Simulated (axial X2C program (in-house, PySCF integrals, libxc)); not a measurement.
## Potential curves of SiC⁻, two-component

All values were computed with an axial X2C code built on PySCF integrals. Two-component (2c) means X2C with spin–orbit coupling and atomic mean-field two-electron Coulomb and Gaunt terms. Basis: Si dyall-av3z [9s8p3d2f], C dyall-av3z [8s7p3d2f] (cores contracted in-house); Gaussian nuclei, density fitting, unrestricted open shells. Masses: Si 27.977 u, C 12.000 u.

State: Ω = 1/2 (⟨Sz⟩ = 0.50, ⟨Lz⟩ = 0.00 at HF). Energies in eV from the fragments at the same level (Si- + C). Fits are polynomials in 1 − R0/R over 0.85 to 1.23 times the lowest point R0.

```csv
R (Å),HF,CCSD,CCSD(T)
1.4581,-1.3204,,
1.5252,-2.0692,-4.0932,-4.3703
1.5754,-2.4328,-4.3995,-4.6841
1.6257,-2.6703,-4.5632,-4.8537
1.6760,-2.8100,-4.6149,-4.9091
1.7347,-2.8799,-4.5679,-4.8625
1.7933,-2.8767,-4.4368,-4.7267
1.8687,-2.7994,-4.1880,-4.4636
1.9609,-2.6365,,
2.0950,-2.3385,,
```

Correlated methods: 9 electrons correlated (number of frozen shells: Si 2 s, 1 p; C 1 s), 203 virtual spin orbitals or spinors in MP2, 89 natural virtuals in coupled cluster.

Occupations by symmetry block were frozen at the best pattern of an incomplete PBE0 search. Dissociation energies refer to the lowest single-determinant-based atoms at the same level and basis. Coupled cluster ran in a truncated set of natural virtual spinors; the MP2 energy of the rest was added. (T) has no such correction and the atoms are truncated less, which lowers De at CCSD(T) by a hundredth of an eV or more. In 2c an atomic determinant is not the ground J level, so De misses part of the atomic spin–orbit lowering. This holds for CCSD, CCSD(T). Other states lie close and PBE0, whose exact exchange favours high spin, may order them wrongly; the determinant shown need not be the ground state. The nearest other 2c determinant of the search, Ω = 3/2, lies 0.44 eV up at the distance of the search. The determinant is spin-polarised beyond a pure state at some levels (its spin-free form has ⟨S²⟩ too high), which makes Re and μ there less reliable. The T1 diagnostic is large, a sign of multireference character. Hartree–Fock gets electron affinities wrong, so its lowest charge split need not be the true one. Coupled cluster ran on the points near the minimum only. MP2 and coupled cluster on one determinant become unreliable at the stretched end.

Q: Fit the HF curve near its minimum: give the equilibrium distance, the harmonic wavenumber and the well depth.

A: At HF, 2c: Re = 1.760 Å, ωe ≈ 767 cm⁻¹, De = 2.89 eV to Si- + C; Be follows as 0.648 cm⁻¹.

Q: Fit the CCSD curve near its minimum: give the equilibrium distance, the harmonic wavenumber and the well depth.

A: At CCSD, 2c: Re = 1.679 Å, ωe ≈ 1040 cm⁻¹, De = 4.62 eV to Si- + C; Be follows as 0.712 cm⁻¹.

Q: Fit the CCSD(T) curve near its minimum: give the equilibrium distance, the harmonic wavenumber and the well depth.

A: At CCSD(T), 2c: Re = 1.680 Å, ωe ≈ 1060 cm⁻¹, De = 4.91 eV to Si- + C; Be follows as 0.711 cm⁻¹.
